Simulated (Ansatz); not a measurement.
## H2S ··· PH3

The pair of H2S (SMILES S, atoms 1–3) and PH3 (SMILES P, atoms 4–7), both closed shells, in one local arrangement (a lower one may exist), relaxed at PBE0-D4/def2-TZVP:

```json
{"atom": "S1", "x (Å)": "0.1036", "y (Å)": "0.6807", "z (Å)": "-2.4444"}
{"atom": "H2", "x (Å)": "0.9184", "y (Å)": "0.1615", "z (Å)": "-1.5103"}
{"atom": "H3", "x (Å)": "-0.4613", "y (Å)": "-0.5112", "z (Å)": "-2.6890"}
{"atom": "P4", "x (Å)": "0.2899", "y (Å)": "-0.2294", "z (Å)": "1.3106"}
{"atom": "H5", "x (Å)": "-1.0386", "y (Å)": "-0.6914", "z (Å)": "1.1279"}
{"atom": "H6", "x (Å)": "-0.1131", "y (Å)": "1.1161", "z (Å)": "1.5064"}
{"atom": "H7", "x (Å)": "0.3012", "y (Å)": "-0.5262", "z (Å)": "2.6989"}
```

Computed with Ansatz 0.2.0 (basis: def2-TZVPPD, with def2-QZVPPD for the basis limit); correlated methods freeze the cores. B3LYP uses VWN-RPA correlation. Extrapolation: Hartree–Fock as exp(−7.88 √X), correlation as X^−2.97. Interaction energies count from these two fragments, frozen as in the pair, with the counterpoise correction; negative means bound.

(1) What is the interaction energy by CCSD(T) at an estimated basis limit (MP2 extrapolated from triple and quadruple zeta, plus CCSD(T) − MP2 in triple zeta)? (To be estimated.)

(2) Which atoms make the shortest contact between the fragments?

The T1 diagnostic stays at or below 0.014.

Answers

(1) Computed: -1.27 kcal/mol. Hartree–Fock alone gives 0.60 kcal/mol at the basis limit, so without correlation the pair would not bind at this distance. It counts from the two fragments frozen as in the pair.

The same quantity by other methods in triple zeta, and each one's difference from that estimate:
```csv
method,E_int (kcal/mol),difference
PBE-D4,-1.84,-0.57
revPBE-D4,-1.53,-0.26
BLYP-D4,-1.42,-0.15
r2SCAN-D4,-1.34,-0.07
B97M-V,-1.29,-0.01
PBE0-D4,-1.64,-0.37
B3LYP-D4,-1.45,-0.18
HSE06-D4,-1.65,-0.38
wB97X-V,-1.25,0.02
wB97M-V,-1.18,0.09
B2PLYP,-0.51,0.76
HF,0.61,1.88
MP2,-1.20,0.07
CCSD,-0.68,0.59
CCSD(T),-0.94,0.33
```
Differences are method less estimate.

(2) H2 and P4, 2.92 Å apart.

Basis-set superposition shift (counterpoise-corrected less uncorrected): CCSD(T) 0.28; MP2 0.28; HF 0.05; PBE0-D4 0.06; wB97M-V 0.07 kcal/mol.

For scale, one of the runs: CCSD(T)/def2-TZVPPD, 184 basis functions, launched by `ansatz run in.yaml --threads 2 --pin off --events-out ev --progress --plain --max-ram 5222MiB`. Hardware: 2 CPU threads of an Intel Xeon 6975P-C, shared host. Wall time 9.5 s; peak host memory 1.8 GiB.
